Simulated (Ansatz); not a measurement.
Relaxation of H$_{9}$NSi$_{2}$ (12 atoms, charge 0, multiplicity 1), to a largest force component of 0.03 eV/Å in at most 50 steps.

The calculation used RKS PBE-D4/def2-SVP in Ansatz 0.2.0.

```xyz
12
Properties=species:S:1:pos:R:3
Si -0.472 0.114 -0.395
Si -0.176 -0.138 3.018
H -0.614 -0.218 4.464
H 1.091 -0.941 2.877
H 0.090 1.308 2.688
H 0.611 -0.132 0.631
H -0.197 1.460 -1.006
H -0.358 -0.979 -1.422
N -2.166 0.107 0.173
H -2.576 -0.793 0.429
H -2.451 0.821 0.846
H -1.269 -0.608 2.141
```

Q: Where does it end, and by what steps?

A: The forces met the threshold. After 5 steps the energy has fallen by 0.249 eV; H12 moved furthest, 0.50 Å.

```
step  energy less start (eV)  largest force component (eV/Å)  accepted
   0                  0.0000                           0.911       yes
   1                 -0.1791                           0.433       yes
   2                 -0.2412                           0.205       yes
   3                 -0.2262                           0.389        no
   4                 -0.2483                           0.080       yes
   5                 -0.2494                           0.026       yes
```

```xyz
12
Properties=species:S:1:pos:R:3
Si -0.538 0.136 -0.659
Si -0.113 -0.152 3.393
H -0.428 -0.185 4.863
H 1.113 -0.977 3.128
H 0.127 1.269 2.969
H 0.549 -0.153 0.359
H -0.267 1.504 -1.218
H -0.415 -0.910 -1.733
N -2.187 0.111 -0.082
H -2.565 -0.787 0.235
H -2.481 0.849 0.564
H -1.280 -0.706 2.626
```

Run time: 8.7 s on 2 threads of Arm Neoverse V2, on a shared host, peak memory 0.12 GiB.
